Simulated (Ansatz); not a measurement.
This geometry of AlClH3N + H2 (8 atoms, charge 0, multiplicity 1) is a first-order saddle point.

Level of theory: Ansatz 0.2.0, RKS PBE0-D4/6-31G*.

```xyz
8
Properties=species:S:1:pos:R:3
Al -0.079 0.225 0.152
N -0.087 0.090 2.038
H -0.908 -0.249 2.529
H 0.750 -0.117 2.573
H 1.316 0.175 -0.587
Cl -1.859 -0.475 -0.751
H -0.397 1.939 0.672
H -0.281 1.412 1.505
```

Problem. Which two structures does it join? (They come from a converged band through this point; their orientation in space is the band's.)

Solution. Bonds broken: H7–H8. Bonds formed: Al1–H7, N2–H8. AlClH3N + H2 becomes AlClH5N.

Image 0:

```xyz
8
Properties=species:S:1:pos:R:3
Al 0.041 -0.314 0.271
N 0.025 -0.439 2.033
H -0.794 -0.636 2.592
H 0.846 -0.349 2.616
H 1.360 -0.022 -0.543
Cl -1.793 -0.597 -0.730
H -0.691 2.895 0.653
H -0.541 2.461 1.240
```

Image 6:

```xyz
8
Properties=species:S:1:pos:R:3
Al -0.090 0.576 -0.020
N -0.139 0.298 2.024
H -0.835 -0.419 2.231
H 0.757 -0.017 2.393
H 1.324 -0.063 -0.397
Cl -1.796 -0.665 -0.484
H -0.361 2.145 -0.138
H -0.406 1.146 2.522
```

Problem. How far does it lie above each of them?

Solution. 0.78 eV above the first and 1.60 eV above the second. This is the barrier of this one path; another mechanism may lie lower. The orbitals stay closed-shell, which can raise the energy where a bond breaks towards radicals; this wasn't checked here.

Time of the run: 2.7 min on 1 thread of Arm Neoverse V1, with other jobs on the host, peak memory 0.12 GiB.
